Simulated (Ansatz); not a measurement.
Consider the atomization: `O=C1OC1F` → 2 C• + F• + H• + 2 O•.

Gas-phase electronic energies from Ansatz, PBE0-D4/def2-TZVP geometries. CCSD(T)/CBS is the MP2 limit (def2-TZVPP, def2-QZVPP) plus CCSD(T) − MP2 in def2-TZVPP, frozen cores. This one scheme is used for every species, atoms too. DFT in def2-TZVPP. B3LYP here is the variant with VWN-RPA as its local correlation; programs differ in this. Open shells (•) are unrestricted, without spin–orbit coupling. Spin–orbit coupling would lower the free atoms: a little for C, F, O.

**Question.** What is ΔE at CCSD(T)/CBS? (Estimate.)

**Answer.** Ansatz gave: +2646.1 kJ/mol.

**Question.** What do these levels give: revPBE-D4, BLYP-D4, B97M-V, B3LYP-D4, r2SCAN0-D4, BHLYP-D4, PBE-QIDH, r2SCAN, B3LYP, LC-ωPBE, HF/def2-SVP, HF/def2-QZVPP? (Estimate.)

**Answer.** Ansatz gave: revPBE-D4 2725.9, BLYP-D4 2709.2, B97M-V 2668.1, B3LYP-D4 2644.8, r2SCAN0-D4 2574.6, BHLYP-D4 2451.1, PBE-QIDH 2639.4, r2SCAN 2691.4, B3LYP 2631.1, LC-ωPBE 2694.9, HF/def2-SVP 1686.3, HF/def2-QZVPP 1656.9 kJ/mol.

**Question.** What do rigid-rotor, harmonic-oscillator terms from PBE0-D4/def2-TZVP frequencies (298.15 K, 1 bar) make of the CCSD(T)/CBS value? (Estimate.)

**Answer.** The calculation gave: ΔZPE = -83.0 kJ/mol, ΔH = +2587.1 kJ/mol, ΔS = 632 J/(mol·K), ΔG = +2398.6 kJ/mol. Open shells count their whole term as degenerate.

Largest T1 diagnostic among the species: 0.016.

Leaving LDA and LC-ωPBE aside and taking each functional with its dispersion term where it has one, the values, not all of them listed here, spread over 390.7 kJ/mol, from BHLYP-D4 to PBE-D4. LDA lies +450.6 kJ/mol from PBE without D4, its usual overbinding. From BLYP to BHLYP (50 % exact exchange), in def2-TZVPP and without D4, ΔE moves by −247.5 kJ/mol: exact exchange takes away binding that semilocal exchange gives to molecules.

For atomizations the MP2-based limit and the directly extrapolated one differ by several kJ/mol either way, and by 10 to 25 for some Ge, Se and Sn compounds, so smaller differences from it don't rank the levels.
